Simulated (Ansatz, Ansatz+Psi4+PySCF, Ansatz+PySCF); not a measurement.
```yaml
atoms:
  - { symbol: H, position_ang: [-2.4576, -0.0075, 0.2392] }
  - { symbol: N, position_ang: [-1.5567, -0.3383, -0.0703] }
  - { symbol: C, position_ang: [-0.5005, 0.5455, 0.0135] }
  - { symbol: C, position_ang: [0.8185, 0.1180, 0.0009] }
  - { symbol: N, position_ang: [1.9289, -0.2425, 0.0037] }
  - { symbol: H, position_ang: [-1.3719, -1.3069, 0.1448] }
  - { symbol: H, position_ang: [-0.7167, 1.5525, -0.0078] }
```

Basis set: cc-pVTZ (spherical functions). Left uncorrelated: 4 orbitals. Correlation on ROHF uses semicanonical orbitals with singles. Charge 0, multiplicity 2.

Computed with Ansatz (development build ahead of 0.2.0); each method stands on the lowest determinant of its kind that the runs found.

The atomization energy at this shape (free ground-state atoms in the same class of orbitals less the molecule, no zero-point energy) of doublet C2H3N2:

```
  method  atomization energy
ROHF-MP2       2852.8 kJ/mol
 UHF-MP2       2807.6 kJ/mol
    ROHF       1901.3 kJ/mol
```

Question: What does UHF give?

Answer: 1891.7 kJ/mol. Caution for ROHF-MP2, UHF-MP2: forces differ strongly between restricted and unrestricted references. Caution for UHF-MP2, UHF: the unrestricted determinant is spin contaminated.
